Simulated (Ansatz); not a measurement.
Ansatz (a first-principles code) input:

Ansatz 0.2 input:
```yaml
crystal:
  periodic: [false, false, false]
  atoms:
    - {symbol: O, position_ang: [0.34331158, -0.63411407, -0.80744669]}
    - {symbol: C, position_ang: [0.17360837, 0.85909724, -0.49883279]}
    - {symbol: C, position_ang: [1.12345325, -1.23708241, 0.14398377]}
    - {symbol: C, position_ang: [-1.18593219, 0.99375280, 0.21498651]}
    - {symbol: H, position_ang: [-0.00349289, 1.25259709, -1.54334394]}
    - {symbol: H, position_ang: [1.32708111, -2.27438187, -0.17168932]}
    - {symbol: H, position_ang: [2.09175736, -0.71970425, 0.28651551]}
    - {symbol: H, position_ang: [0.63692487, -1.28209082, 1.13939685]}
    - {symbol: H, position_ang: [-2.05950336, 0.52634040, -0.28978665]}
    - {symbol: H, position_ang: [-1.13778305, 0.55558898, 1.22116117]}
    - {symbol: H, position_ang: [-1.41589093, 2.05978929, 0.33772783]}
basis:
  gaussian:
    orbitals: def2-TZVP
hamiltonian:
  xc: b3lyp
  dispersion: d3bj
total_charge: -1
relax: {f_tol: 0.002, max_steps: 150}
```

Which total energy does the run end on?

-193.75956 Eh (B3LYP-D3(BJ)/def2-TZVP). The basis has 166 functions. The run takes about 5 core-minutes (a rough figure).

It need not be the lowest isomer of its formula. Whether it binds its extra electron was not tested at this geometry.
